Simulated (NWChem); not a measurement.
LiF; SMILES [Li][F]

```xyz
2

Li     0.0000     0.0000    -1.1599
F      0.0000     0.0000     0.3996
```
Atoms are numbered in this order, from 1.

Level: PBE0-D3(BJ)/def2-TZVP (NWChem), optimised geometry, unscaled harmonic frequencies. 

Problem. List the harmonic frequencies with IR intensities, and the thermochemistry.

Solution. 
```tsv
frequency (cm⁻¹)	IR intensity (km/mol)
922	146.1
```

```yaml
zero_point_energy: 1.3 kcal/mol
thermal correction to the enthalpy at 298.15 K (with zero-point energy): 3.4 kcal/mol
heat capacity Cv: 5.4 cal/(mol K)
entropy at 298.15 K and 1 atm (symmetry number 1): 47.8 cal/(mol K)
dipole_moment: 6.18 D
```

Rigid rotor and harmonic oscillator.
